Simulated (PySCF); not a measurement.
# How the functional moves excitation energies

2-chloroacrylic acid, C3H3ClO2.
Numbering: `[CH2:1]=[C:2]([Cl:3])[C:4](=[O:5])[OH:6]` (hydrogens: H7, H8 on C1; H9 on O6)

Linear-response calculations in the def2-SVPD basis (PySCF; singlets by full response, triplets Tamm–Dancoff, core orbitals frozen in the response; HF means time-dependent Hartree–Fock). 'Strongest' is the level of largest summed f among the singlets computed (10 roots, of which the last may lack a degenerate partner); it can jump between rows when another state enters that window. S1 is the lowest singlet of each run and needn't be the same state throughout; f(S1) is that of one state. Geometry: PBE0-D3(BJ)/def2-SVP, one conformer, isolated molecule.

```
functional                               kind  S1 (eV)  f(S1)  strongest (eV)  T1 (eV)  HOMO (eV)  gap (eV)  ionisation energy, ΔSCF (eV)
       LDA                                LDA     4.21  0.000            7.00     3.48      -7.03      3.89                         10.30
     B3LYP  global hybrid, 20% exact exchange     4.80  0.000            5.32     3.48      -7.81      5.62                         10.21
      PBE0  global hybrid, 25% exact exchange     4.90  0.000            7.71     3.45      -8.04      6.08                         10.22
 BHandHLYP  global hybrid, 50% exact exchange     5.44  0.000            5.92     3.48      -9.07      8.18                         10.21
 CAM-B3LYP             range-separated hybrid     5.15  0.000            5.70     3.53      -9.34      8.51                         10.32
   wB97X-D             range-separated hybrid     5.15  0.000            5.70     3.62      -9.87      9.71                         10.28
   LC-wPBE             range-separated hybrid     5.32  0.000            6.05     3.49     -10.71     11.03                         10.44
        HF                       Hartree–Fock     6.25  0.000            6.48     3.14     -10.63     12.44                   not settled
```

**Question.** What does PBE (GGA) give?

**Answer.** S1 (eV) 4.23, f(S1) 0.000, strongest (eV) 7.03, T1 (eV) 3.38, HOMO (eV) -6.86, gap (eV) 3.97, ionisation energy, ΔSCF (eV) 10.06. S1 runs from 4.21 eV (LDA) to 6.25 eV (HF), a spread of 2.04 eV, while the orbital gap spreads over 8.6 eV. Along PBE (0%), B3LYP (20%), PBE0 (25%), BHandHLYP (50%), HF (100%) S1 rises with the share of exact exchange. −ε(HOMO) comes closest to its own ΔSCF ionisation energy with LC-wPBE (+0.28 eV) and misses most with LDA (-3.27 eV). 'Not settled' means that the ion's SCF failed to converge or may have ended in another state than the lowest.
